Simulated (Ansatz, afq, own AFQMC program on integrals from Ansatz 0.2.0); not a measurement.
# Breaking Ge2–O1 in GeH2O, singlet

```xyz
4

O    -0.1255   -0.6659    0.5201
Ge    0.5070    0.5635   -0.6183
H     0.5499   -1.3231    0.7271
H    -0.8759    1.3652   -0.6492
```

Products: GeH (doublet) and HO (doublet), each relaxed with PBE0/def2-SVP like the molecule; electronic energies without zero-point terms. Determinants: RHF, UHF and UHF in that order.

Basis def2-TZVP. Only valence electrons are correlated. Ansatz 0.2.0 and our own AFQMC program on the same integrals; the CISD trial comes from CCSD amplitudes, and released means the phaseless constraint is let go. Uncertainties: one standard error, sampling alone. No spin–orbit coupling. The errors of all members are added in quadrature.

No full CI on the walks' own integrals is used here; CCSDT(Q) serves as the reference and is uncertain by about the last step of the cluster series. Each member takes its own surest rung, up to full CI.

Errors are counted within def2-TZVP, not against nature.

Cautions: inner d shell frozen; no relativity below Rb; no spin-orbit coupling; GeH₂O (singlet): the released energies move by 1.5 errors or more from one time to the next, so no released level is given (meV from the phaseless value at times in 1/Eh: -13 ± 5 at 0.24, -15 ± 5 at 0.51, -3 ± 6 at 0.99, 5 ± 7 at 1.62, -16 ± 8 at 2.40), though the last usable value meets CCSDT(Q) within the noise.

```tsv
level	bond energy (kJ/mol)
CCSD	416.8
MP2	465.2
```

(1) From these cheaper values, estimate the bond energy at the reference level in def2-TZVP.

(1) 432.5 kJ/mol (CCSDT(Q) in def2-TZVP).

| level | bond energy (kJ/mol) | error against CCSDT(Q) (kJ/mol) |
| --- | --- | --- |
| HF | 276.9 | -155.6 |
| CCSD(T) | 432.1 | -0.5 |
| CCSDT | 431.0 | -1.5 |
| ph-AFQMC/CISD | 433.2 ± 0.5 | 0.7 ± 0.5 |

Correlation beyond CCSD(T) adds 0.5 kJ/mol. The perturbative (T) step is worth +15.2 kJ/mol.

A walk keeps the symmetry of its determinant, which the program's search chose and which needn't be the lowest solution, so a lower state of the same spin and another symmetry isn't excluded.
